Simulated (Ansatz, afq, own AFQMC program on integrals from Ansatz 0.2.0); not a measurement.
InHCl$_{2}$, singlet → InHCl$_{2}$⁺, doublet

```yaml
atoms:
  - { symbol: In, position_ang: [0.0000, -0.4809, 0.0000] }
  - { symbol: Cl, position_ang: [0.0000, 0.8097, -1.9196] }
  - { symbol: Cl, position_ang: [0.0000, 0.8097, 1.9196] }
  - { symbol: H, position_ang: [0.0000, -2.1754, 0.0000] }
```

Connectivity, by distances: Cl–InH–Cl.

E(doublet, charge +1) − E(singlet, charge +0) at this geometry, on RHF and UHF determinants.

Basis def2-TZVP with its core potentials. Noble-gas cores (and the filled d shells of Ga–Kr and In–Xe) are frozen. Ansatz 0.2.0 and our own AFQMC program on the same integrals; the CISD trial comes from CCSD amplitudes, and released means the phaseless constraint is let go. Uncertainties: one standard error, sampling alone. No spin–orbit coupling. The errors of all members are added in quadrature.

No full CI on the walks' own integrals is used here. The released AFQMC energy serves as the reference, which it does only where one determinant dominates, the energy is flat over the last release times and near the phaseless one (40 meV or 2 meV an electron, half that with transition metals). On small molecules, where full CI could be run and the noise was under 10 meV, such values lay within 10 meV of it in 19 cases of 20, a flattering rate, since the rule was set on those same cases; what remains of the bias isn't in the error bar. Each member takes its own surest rung, up to full CI.

Errors are counted within def2-TZVP, not against nature.

Cautions: inner d shell frozen; no spin-orbit coupling; InHCl₂ (singlet): the released value is read at 1.50 1/Eh with a noise of 12 meV, more than in the cases checked (meV from the phaseless value at times in 1/Eh: -16 ± 6 at 0.24, -11 ± 6 at 0.51, -32 ± 7 at 0.99, -27 ± 12 at 1.50); InHCl₂⁺ (doublet): the released value is read at 0.99 1/Eh with a noise of 17 meV, more than in the cases checked, later times being too noisy (meV from the phaseless value at times in 1/Eh: -21 ± 16 at 0.24, -12 ± 12 at 0.51, -28 ± 17 at 0.99, -31 ± 25 at 1.50).

```
level  vertical ionization energy (kJ/mol)
   HF                               1008.2
 CCSD                               1091.4
```

**Question.** From these cheaper values, estimate the vertical ionization energy at the reference level in def2-TZVP.

**Answer.** 1091.2 ± 2.0 kJ/mol (AFQMC with the constraint released in def2-TZVP).

```csv
level,vertical ionization energy (kJ/mol),error against released AFQMC (kJ/mol)
MP2,1114.9,23.7 ± 2.0
CCSD(T),1093.8,2.6 ± 2.0
ph-AFQMC/CISD,1091.3 ± 1.2,0.1 ± 2.3
```

Correlation beyond CCSD(T) changes it by less than twice the noise. The perturbative (T) step is worth +2.3 kJ/mol.

A walk keeps the symmetry of its determinant, which the program's search chose and which needn't be the lowest solution, so a lower state of the same spin and another symmetry isn't excluded. Released energies are given only where the last usable release times agree within the noise; a slower fall can still hide under it.
